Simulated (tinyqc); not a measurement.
Stretching all distances: RHF, UHF, MP2, CISD and CCSD against full CI in the sto-3g basis, for HF, spin multiplicity 1. Computed by the program tinyqc with PySCF. 

Geometry (angstrom):

| atom | x | y | z |
|---|---|---|---|
| F | 0.0000 | 0.0000 | 0.0000 |
| H | 0.0000 | 0.0000 | 0.8450 |

All coordinates are multiplied by the scale. c0^2 is the weight of the RHF determinant in the lowest singlet FCI state (UHF is spin-contaminated and may lie near states of higher spin) and n(LUMO) the first natural occupation beyond the occupied space.

Full CI energy (hartree) and errors against it (kcal/mol):

| scale | distance 1-2 (angstrom) | E(FCI) | RHF | UHF | MP2 | CISD | CCSD | <S^2> UHF | c0^2 | n(LUMO) |
|---|---|---|---|---|---|---|---|---|---|---|
| 0.940 | 0.794 | -98.54354 | 11.143 | 11.143 | 3.259 | 0.000 | 0.000 | 0.000 | 0.992 | 0.016 |
| 1.190 | 1.006 | -98.60319 | 20.893 | 20.893 | 7.386 | 0.000 | 0.000 | 0.000 | 0.977 | 0.044 |
| 1.430 | 1.208 | -98.57663 | 35.317 | 35.273 | 14.187 | 0.000 | 0.000 | 0.034 | 0.948 | 0.102 |
| 1.680 | 1.420 | -98.53419 | 56.196 | 34.142 | 24.425 | 0.000 | 0.000 | 0.600 | 0.895 | 0.207 |
| 1.920 | 1.622 | -98.49994 | 81.306 | 22.032 | 36.271 | 0.000 | 0.000 | 0.825 | 0.823 | 0.350 |
| 2.170 | 1.834 | -98.47654 | 110.180 | 11.506 | 47.829 | 0.000 | 0.000 | 0.927 | 0.740 | 0.517 |
| 2.410 | 2.036 | -98.46427 | 136.886 | 5.552 | 54.655 | 0.000 | 0.000 | 0.968 | 0.668 | 0.660 |
| 2.660 | 2.248 | -98.45803 | 160.909 | 2.446 | 55.063 | 0.000 | 0.000 | 0.987 | 0.611 | 0.775 |

UHF parts from RHF first at scale 1.43 of those listed, where <S^2> leaves zero. The weight c0^2 goes from 0.99 to 0.61 and n(LUMO) from 0.02 to 0.77: static correlation grows as the bonds break into open-shell fragments. The spread of the error along the curve, which distorts its shape, is CISD 0.0, CCSD 0.0, UHF 32.8, MP2 51.8, RHF 149.8 kcal/mol. With one virtual orbital CISD and CCSD are exact.
